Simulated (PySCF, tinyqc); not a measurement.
Worked calculation (part 2 of 2): RHF in the sto-3g basis, for BH, spin multiplicity 1. The lowest restricted solution is unstable here: a spin-polarised one lies 0.0728 hartree lower (PySCF). Computed by tinyqc, a small Python program that keeps every step (integrals from PySCF). Command: `OMP_NUM_THREADS=1 python tinyqc.py 28981 28982 out.jsonl` (the two numbers bound the seeds that draw the settings). One thread of a shared host (Intel(R) Xeon(R) Processor @ 2.60GHz), about 0.07 s of CPU time with the checks.

Geometry (angstrom):
```
atom         x         y         z
B     0.000000  0.000000  0.000000
H     0.000000  0.000000  2.275000
```

## Iteration 4: diagonalisation and new density

extrapolated F (hartree), lower triangle:
```
            1B 1s      1B 2s     1B 2px    1B 2py     1B 2pz      2H 1s
1B 1s   -7.473258
1B 2s   -2.173834  -1.078849
1B 2px   0.004495  -0.006901   0.112035
1B 2py  -0.004472   0.006138   0.049455  0.145735
1B 2pz   0.001920   0.017828  -0.032766  0.023762   0.163394
2H 1s   -0.045508  -0.095481  -0.011311  0.008226  -0.091361  -0.021027
```

X, lower triangle:
```
            1B 1s      1B 2s    1B 2px    1B 2py     1B 2pz     2H 1s
1B 1s    1.028885
1B 2s   -0.141945   1.033285
1B 2px   0.000000   0.000000  1.000000
1B 2py   0.000000   0.000000  0.000000  1.000000
1B 2pz  -0.001048   0.005965  0.000000  0.000000   1.007818
2H 1s    0.008483  -0.055184  0.000000  0.000000  -0.072799  1.012137
```

D after iteration 3, lower triangle:
```
            1B 1s      1B 2s     1B 2px     1B 2py     1B 2pz     2H 1s
1B 1s    2.146753
1B 2s   -0.583866   1.954335
1B 2px  -0.055442   0.182361   0.399587
1B 2py  -0.007859  -0.166133  -0.317232   0.273086
1B 2pz  -0.007828  -0.008199   0.165692  -0.110256   0.288114
2H 1s    0.029020  -0.115728   0.025371  -0.022249  -0.047668  1.290057
```

overlap S, lower triangle:
```
           1B 1s     1B 2s    1B 2px    1B 2py    1B 2pz     2H 1s
1B 1s   1.000000
1B 2s   0.269328  1.000000
1B 2px  0.000000  0.000000  1.000000
1B 2py  0.000000  0.000000  0.000000  1.000000
1B 2pz  0.000000  0.000000  0.000000  0.000000  1.000000
2H 1s   0.005439  0.104295  0.000000  0.000000  0.142703  1.000000
```

Diagonalise F' = X^T F X, C = X C', fill 3 alpha and 3 beta electrons from the bottom; D = 2 C_occ C_occ^T; the new density keeps 0.5 of the old one (damping). Each column has its largest component positive (the first on a tie).

F' = X^T F X (hartree), lower triangle:
```
           1          2          3         4          5         6
1  -7.298575
2  -1.104175  -0.654372
3   0.005543  -0.007340   0.112035
4  -0.005428   0.006665   0.049455  0.145735
5  -0.003780   0.027484  -0.032245  0.023390   0.179520
6   0.018760  -0.060297  -0.008644  0.006219  -0.105796  0.001026
```

orbital energies (hartree): MO1 -7.477284, MO2 -0.484279, MO3 -0.048986, MO4 0.075885, MO5 0.181132, MO6 0.238900

coefficients C:
```
              MO1        MO2        MO3        MO4        MO5        MO6
1B 1s    0.992987  -0.300780   0.039358  -0.006869  -0.000576  -0.027166
1B 2s    0.025004   1.027290  -0.152037   0.032370   0.001470   0.103883
1B 2px  -0.000572   0.015319   0.167799   0.779066   0.583168  -0.156776
1B 2py   0.000568  -0.013385  -0.120097  -0.558023   0.812332   0.118847
1B 2pz  -0.000103  -0.023667   0.388304   0.107006  -0.005011   0.926400
2H 1s   -0.001639   0.071369   0.847237  -0.282403   0.002632  -0.479765
```

D after iteration 4, lower triangle:
```
            1B 1s      1B 2s     1B 2px     1B 2py    1B 2pz     2H 1s
1B 1s    2.151418
1B 2s   -0.582076   2.056233
1B 2px  -0.026292   0.081391   0.228185
1B 2py  -0.004066  -0.078544  -0.178973   0.151146
1B 2pz   0.018386  -0.087452   0.147641  -0.101446  0.295397
2H 1s    0.024762  -0.113400   0.155946  -0.113832  0.303462  1.367935
```

## Iteration 31 (converged): orbitals

converged F (hartree), lower triangle:
```
            1B 1s      1B 2s    1B 2px    1B 2py     1B 2pz      2H 1s
1B 1s   -7.409315
1B 2s   -2.157914  -1.040196
1B 2px   0.000000   0.000000  0.223161
1B 2py   0.000000   0.000000  0.000000  0.223161
1B 2pz  -0.009947   0.023220  0.000000  0.000000   0.046771
2H 1s   -0.046853  -0.124960  0.000000  0.000000  -0.189123  -0.076295
```

Diagonalise F' = X^T F X, C = X C', fill 3 alpha and 3 beta electrons from the bottom; D = 2 C_occ C_occ^T. Each column has its largest component positive (the first on a tie).

F' = X^T F X (hartree), lower triangle:
```
           1          2         3         4          5          6
1  -7.234684
2  -1.102418  -0.613166
3   0.000000   0.000000  0.223161
4   0.000000   0.000000  0.000000  0.223161
5  -0.017750   0.041784  0.000000  0.000000   0.075235
6   0.022171  -0.091415  0.000000  0.000000  -0.194118  -0.038368
```

orbital energies (hartree): MO1 -7.413425, MO2 -0.455532, MO3 -0.175389, MO4 0.223161, MO5 0.223161, MO6 0.233363

coefficients C:
```
              MO1        MO2        MO3        MO4       MO5        MO6
1B 1s    0.992907  -0.295286   0.057726   0.000000  0.000000  -0.049362
1B 2s    0.025274   1.005315  -0.216573   0.000000  0.000000   0.180848
1B 2px   0.000000   0.000000   0.000000   0.791721  0.610883   0.000000
1B 2py   0.000000   0.000000   0.000000  -0.610883  0.791721   0.000000
1B 2pz   0.001422  -0.011018   0.570140   0.000000  0.000000   0.834176
2H 1s   -0.001517   0.167153   0.737738   0.000000  0.000000  -0.678704
```

D after iteration 31, lower triangle:
```
            1B 1s      1B 2s    1B 2px    1B 2py    1B 2pz     2H 1s
1B 1s    2.152780
1B 2s   -0.568523   2.116402
1B 2px   0.000000   0.000000  0.000000
1B 2py   0.000000   0.000000  0.000000  0.000000
1B 2pz   0.075154  -0.269035  0.000000  0.000000  0.650365
2H 1s   -0.016556   0.016458  0.000000  0.000000  0.837539  1.144399
```

Within a degenerate level the vectors are fixed only up to a rotation; this is one choice.

## Convergence

Stop when the energy changes by less than 1e-08 hartree and every element of the error matrix X^T (F D S - S D F) X is below 3e-05.

Course of the cycle:
```
iteration   E (hartree)     change  largest element of the error matrix
1          -21.99736427          -                             3.10e+00
2          -23.05650005  -1.06e+00                             1.64e+00
3          -23.51145032  -4.55e-01                             8.14e-01
4          -23.96833095  -4.57e-01                             4.16e-01
5          -24.21618113  -2.48e-01                             2.09e-01
6          -24.36557858  -1.49e-01                             1.05e-01
7          -24.44899041  -8.34e-02                             5.26e-02
8          -24.49621673  -4.72e-02                             2.92e-02
9          -24.52311430  -2.69e-02                             1.32e-02
10         -24.53746772  -1.44e-02                             6.59e-03
11         -24.54516117  -7.69e-03                             3.29e-03
12         -24.54921557  -4.05e-03                             1.65e-03
13         -24.55129159  -2.08e-03                             8.23e-04
14         -24.55234130  -1.05e-03                             4.12e-04
...                 ...        ...                                  ...
18         -24.55333227  -6.63e-05                             2.57e-05
19         -24.55336541  -3.31e-05                             1.29e-05
20         -24.55338199  -1.66e-05                             6.43e-06
21         -24.55339028  -8.29e-06                             3.21e-06
22         -24.55339442  -4.14e-06                             1.61e-06
23         -24.55339650  -2.07e-06                             8.04e-07
24         -24.55339753  -1.04e-06                             4.02e-07
25         -24.55339805  -5.18e-07                             2.01e-07
26         -24.55339831  -2.59e-07                             1.00e-07
27         -24.55339844  -1.30e-07                             5.02e-08
28         -24.55339850  -6.48e-08                             2.51e-08
29         -24.55339853  -3.24e-08                             1.26e-08
30         -24.55339855  -1.62e-08                             6.28e-09
31         -24.55339856  -8.10e-09                             3.14e-09
```

PySCF RHF in the same basis = -24.55339857 hartree

Converged in 31 iterations.

## Populations, bond orders and dipole

Mulliken: Z minus the diagonal of D S on the atom; Loewdin: the same with S^(1/2) D S^(1/2); Mayer order: 2 sum_s sum (D(s) S)_ij (D(s) S)_ji over the two atoms.

Charges (e):
```
atom   Mulliken    Loewdin
1B     0.265545   0.263849
2H    -0.265545  -0.263849
```

Mayer bond orders:
```
pair     order
2-1   0.929486
```

dipole moment about the origin, x y z (debye): 0.000000  0.000000  -2.011477
